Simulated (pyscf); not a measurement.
H₃C–BH–CH₃ + hydrogen (H₂) → H₂B–CH₃ + methane (CH₄), a four-centre exchange (singlet surface; B–C, H–H broken, B–H, C–H formed). Single points on ωB97X-D3(BJ)/def2-SVP structures (PySCF, gas phase). Energies in kcal/mol from the separated reactants.

Small-basis levels: PySCF, no dispersion term, spherical d functions. AM1 to PM7: differences of heats of formation from MOPAC, which are fitted to 298 K values and so differ in kind from electronic energies by zero-point and thermal terms. GFN2-xTB: tblite. Cost: rough CPU time at the saddle relative to B3LYP/6-31G*, from one job on a shared machine.

| level | barrier | reaction energy | cost |
|---|---|---|---|
| HF/3-21G | 47.7 | -8.3 | 0.03 |
| MP2/6-31G* | 26.9 | -3.8 | 0.05 |
| SVWN5/6-31G* | 3.3 | -2.2 | 0.7 |
| BP86/6-31G* | 17.8 | -4.8 | 1 |
| B3LYP/STO-3G | 36.5 | -4.5 | 0.7 |
| B3LYP/LANL2DZ | 29.4 | -6.3 | 0.9 |
| B3LYP/6-31G* | 24.4 | -6.6 | 1 |
| M06-2X/6-31G* | 22.0 | -5.2 | 2 |
| B3LYP/6-311+G** | 23.5 | -5.4 | 2 |
| GFN2-xTB | 20.7 | -18.3 | under 0.02 |
| PM6 | 38.3 | +32.6 | under 0.02 |
| PM7 | 44.7 | +33.9 | under 0.02 |
| ωB97M-D3(BJ)/def2-TZVP | 20.1 | -3.8 | – |

Against the last row the barrier runs from -16.8 (SVWN5/6-31G*) to +27.5 kcal/mol (HF/3-21G). ωB97M-D3(BJ)/def2-TZVP has limits of its own. At the saddle there is also a short B–H contact that neither side keeps. One saddle was located; it need not be the lowest between these sides.
